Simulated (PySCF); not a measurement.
Estimate the missing entries of this data sheet.

Species: H3SSi (doublet state).
Bonds: Si1–S2. Hydrogens: H3, H4 on Si1; H5 on S2.

```json
{"property": "point group", "level": "PBE0-D3(BJ)/def2-SVP", "value": "?"}
{"property": "rotational constants A, B, C", "level": "PBE0-D3(BJ)/def2-SVP", "value": "88.487, 6.623, 6.326 GHz"}
{"property": "dipole moment", "level": "PBE0-D3(BJ)/def2-SVP", "value": "?"}
{"property": "isotropic g value", "level": "unrestricted B3LYP/IGLO-III on S Si, pcH-1 on H, mean-field spin–orbit", "value": "?"}
{"property": "spin squared ⟨S²⟩", "level": "unrestricted B3LYP/IGLO-III on S Si, pcH-1 on H", "value": "?"}
{"property": "largest isotropic hyperfine couplings (means over sets of like nuclei)", "level": "unrestricted B3LYP/IGLO-III on S Si, pcH-1 on H, mean-field spin–orbit", "value": "?"}
```

The electronic properties come from PySCF, for the isolated species, density fitting. The structure is a single PBE0-D3(BJ)/def2-SVP conformer in the gas phase; no vibrational or solvent corrections. Couplings of like nuclei are plain means over topologically equivalent atoms, as if these changed places fast (by rotation of a methyl-like group, say); in this geometry the members of some sets differ.

Give the spin squared ⟨S²⟩.

0.752.

The isotropic g value?

2.00551.

The dipole moment?

1.07 D.

The point group?

C1.

The largest isotropic hyperfine couplings (means over sets of like nuclei)?

29Si -597.5 (Si1), 1H +85.7 (H3/H4), 33S +5.6 (S2), 1H +3.8 (H5) MHz.

⟨S²⟩ is 0.002 above the pure-spin value S(S + 1) = 0.75. The dipole equals about 3.6 × 10⁻³⁰ C·m (1 D = 3.33564 × 10⁻³⁰ C·m). g_iso is shifted by about +3190 ppm from the free-electron value 2.002319.
